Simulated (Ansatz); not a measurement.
## C2HSi, doublet: vertical spin and charge gaps

Geometry (PBE0/def2-TZVP stationary point for this spin, not checked as a minimum):

```yaml
atoms:
  - { symbol: C, position_ang: [0.0000, -0.8170, 0.7688] }
  - { symbol: C, position_ang: [0.0000, 0.4619, 1.0201] }
  - { symbol: Si, position_ang: [0.0000, 0.1069, -0.8281] }
  - { symbol: H, position_ang: [0.0000, 1.2524, 1.7579] }
```

Basis cc-pVDZ; Ansatz 0.2.0. Correlated methods freeze the noble-gas cores. R marks a restricted (for open shells ROHF) determinant, U an unrestricted one.

Gaps are energies of the second state less the first, at fixed atoms, for a selection of the levels run; each method lands on the state that its own search finds for that charge and spin.

For open shells CISD is restricted-active-space CI with the open shells as a complete middle space.

**Question.** PBE gives 2.820 eV for quartet less doublet. Estimate what UCCSDT(Q) gives in cc-pVDZ.

**Answer.** UCCSDT(Q) in cc-pVDZ gives 2.841 eV, so against it PBE is off by -0.021 eV, of which a good part can be the reference's own basis and frozen-core error.

```tsv
level	gap (eV)	error (meV)
RHF	2.432	-409
UHF	2.387	-454
RMP2	2.746	-95
UMP2	2.788	-53
CISD	2.684	-157
RCCSD	2.849	8
UCCSD	2.852	11
RCCSD(T)	2.848	7
UCCSD(T)	2.851	10
BCCD(T)	2.852	11
RCCSDT	2.846	5
UCCSDT	2.846	5
RCCSDT(Q)	2.842	1
BLYP	3.011	170
r2SCAN	2.660	-181
PBE0	2.833	-8
B3LYP	3.037	196
wB97M-V	3.245	404
B2PLYP	2.988	147
RPA-PBE	2.966	125
```

In so small a basis the reference is far from its limit while semilocal and hybrid functionals are nearer theirs (RPA and double hybrids share part of the reference's basis error), so the functionals' errors here hold much of the reference's basis and frozen-core error, which can add to them or hide them.

Full CI isn't at hand for all of this; UCCSDT(Q) serves as the reference, and is uncertain by the last step of the cluster series or more. The frozen core follows each run's orbitals, which can shift R against U totals by a few meV.
